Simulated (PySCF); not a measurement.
AlCl3, charge -1, multiplicity 2. Atoms are numbered in the order given.

```xyz
4

Al     0.0000     0.0000     0.6418
Cl     1.7885    -1.0326    -0.1636
Cl    -1.7885    -1.0326    -0.1636
Cl     0.0000     2.0652    -0.1636
```
Charge -1, spin multiplicity 2.

Coordinates come from a PBE0-D3(BJ)/def2-SVPD optimisation. The spin state was assumed, not searched. The isomer is the one that the SMILES or the coordinates give; other isomers of the formula were not compared.

Computed with PBE/def2-TZVPD run with PySCF.

Mulliken values depend strongly on the basis, most of all with diffuse functions as here. Atomic charges (e):

| atom | Mulliken | meta-Löwdin | Mulliken spin |
|---|---|---|---|
| Al1 | 0.02 | … | 0.89 |
| Cl2 | -0.34 | … | 0.04 |
| Cl3 | -0.34 | … | 0.04 |
| Cl4 | -0.34 | … | 0.04 |

Some entries are withheld; supply them. (An estimate is asked for; the answer gives what the named calculation found.)


- Al1, meta-Löwdin: 0.36
- Cl2, meta-Löwdin: -0.45
- Cl3, meta-Löwdin: -0.45
- Cl4, meta-Löwdin: -0.45
